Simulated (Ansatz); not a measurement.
**O₂⁺, quartet: the ladder up to full CI**

Geometry: that of the O2, triplet, kept fixed. The doublet lies 4.6 eV lower here.

```xyz
2

O     0.0000    0.0000    0.0000
O     0.0000    0.0000    1.1928
```

Basis 6-31G; Ansatz 0.2.0. Correlated methods freeze the noble-gas cores, which leaves 11 electrons in 16 orbitals. R marks a restricted (for open shells ROHF) determinant, U an unrestricted one. Active spaces: valence = (11e, 8o) chosen from the atoms' valence shells.

Full CI is exact within this basis and frozen core; it isn't the basis-set limit. The frozen core follows each run's orbitals, which can shift R against U totals by a few meV.

For open shells CISD and CISDTQ are restricted-active-space CI with the open shells as a complete middle space.

```
UHF ⟨S²⟩                          : 3.775
T1 diagnostic (RCCSD)             : 0.0172
largest doubles amplitude (RCCSD) : 0.087
T1 diagnostic (UCCSD)             : 0.0104
```

```
                   level  E − E(full CI) (kcal/mol)  share of correlation (%)  wall time
                     RHF                     117.43                      0.00          –
                     UHF                     108.94                      7.23          –
                    RMP2                       9.22                     92.15          –
                    UMP2                      11.45                     90.25          –
                    CISD                       7.33                     93.75      1.4 s
                   RCCSD                       2.85                     97.58          –
                   UCCSD                       2.54                     97.83          –
                RCCSD(T)                       0.84                     99.29     0.54 s
                UCCSD(T)                       0.74                     99.37     0.48 s
                 BCCD(T)                       0.82                     99.30     0.54 s
                  RCCSDT                       0.51                     99.57          –
                  UCCSDT                       0.45                     99.62          –
                  CISDTQ                       0.15                     99.88       24 s
               RCCSDT(Q)                       0.04                     99.97      3.5 s
               UCCSDT(Q)                       0.01                     99.99        3 s
                 RCCSDTQ                       0.02                     99.99       38 s
                 UCCSDTQ                      -0.02                    100.02       39 s
  CASSCF (valence space)                      68.53                     41.64          –
  NEVPT2 (valence space)                      14.65                     87.53     0.27 s
  MRCISD (valence space)                       3.06                     97.39          –
MRCISD+Q (valence space)                       0.84                     99.29     0.93 s
```

The correlation energy at full CI, counted from RHF, is -5.092 eV. That run took 79 s on 1 thread of Arm Neoverse V1, shared host over 2,602,600 determinants.

Times hold each run's SCF and search for its determinant on a shared host, so for small cases they say little of a method's own cost; they ran on 1 thread of Arm Neoverse V1. Some runs computed forces too.

The full-CI state has the irrep B2u of D2h, in the program's axes (one component, if the state is degenerate).

Natural occupations of full CI about the gap: 1.991 1.983 1.962 1.949 1.018 0.999 0.992 0.054 0.014 0.010; effectively unpaired electrons, Σ n²(2−n)², 3.03.
